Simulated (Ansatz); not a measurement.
# AlBCl (quartet): from Hartree-Fock to the top rungs at a displaced geometry (v2), cc-pVDZ

One table from this session's results is given with a row withheld; the runs are named, their logs left out.

Computed with Ansatz 0.2.0, Gaussian basis. Level: cc-pVDZ, core rule «outside noble gas», up to 11 orbitals frozen.

Plan: UHF; CCSD(T) on ROHF; CCSD(T) on UHF; BCCD(T) on ROHF; CISD; CCSDT(Q) on ROHF; CCSDT(Q) on UHF.

28 further runs of the same task are left out: 7 for a known fault of the program, 6 that didn't finish, 15 set aside as unsound or not needed.

### The system

The geometry is a PBE0/def2-TZVP stationary point (not a proven minimum) with its atoms shifted at random (size 0.100 Å).

3 atoms, charge 0, spin multiplicity 4.

Atoms are counted from 1 here; the program's logs count them from 0.

Bond lengths: Al1–B2 1.925 Å, B2–Cl3 1.710 Å. Angles: Al1–B2–Cl3 172.4°.

Geometry (Å):

```xyz
3

Al    0.08438    0.00522    1.84840
B    -0.08050    0.01360   -0.07001
Cl   -0.00388   -0.01883   -1.77839
```

Set-up of the first run:

in.yaml reads:

```yaml
crystal:
  periodic: [false, false, false]
  atoms:
    - {symbol: Al, position_ang: [0.084376, 0.005225, 1.848398]}
    - {symbol: B, position_ang: [-0.080498, 0.013599, -0.070009]}
    - {symbol: Cl, position_ang: [-0.003878, -0.018825, -1.778389]}
basis:
  gaussian: {orbitals: cc-pVDZ}
magnetization: {spin_polarized: true, initial_magnetization: 3}
hamiltonian: {xc: hf}
output: {orbitals: {seedname: orbitals}}
```

Started as:

```
$ ansatz run in.yaml --threads 1 --pin off --events-out ev --progress --plain --max-ram 2393MiB
```

Steps of the session up to this table: UHF; CCSD(T) on ROHF; CCSD(T) on UHF; BCCD(T) on ROHF; CISD; CCSDT(Q) on ROHF; CCSDT(Q) on UHF.

One table of the session follows, with a row left open; its other results are not shown here.

It belongs to the step «Misses and costs». 

| method | from UCCSDT(Q) (kJ/mol) |
| --- | --- |
| ROHF | +720.3 |
| UHF | ? |
| RMP2 | +103.0 |
| UMP2 | +103.9 |
| CISD | +92.7 |
| RCCSD | +32.3 |
| UCCSD | +32.0 |
| RCCSD(T) | +6.0 |
| UCCSD(T) | +6.0 |
| BCCD(T) | +6.0 |
| RCCSDT | +2.3 |
| UCCSDT | +2.3 |
| RCCSDT(Q) | +0.3 |
| UCCSDT(Q) | 0 |

**Question.** Estimate the row for UHF.

The run gave: from UCCSDT(Q) (kJ/mol): +714.8. In the column «from UCCSDT(Q) (kJ/mol)» it lies between UMP2 (+103.9) and ROHF (+720.3).

To keep in mind: Restricted and unrestricted rows rest on different reference determinants; where their highest levels disagree by more than a few hundredths of an eV, they describe different states and don't form one ladder.
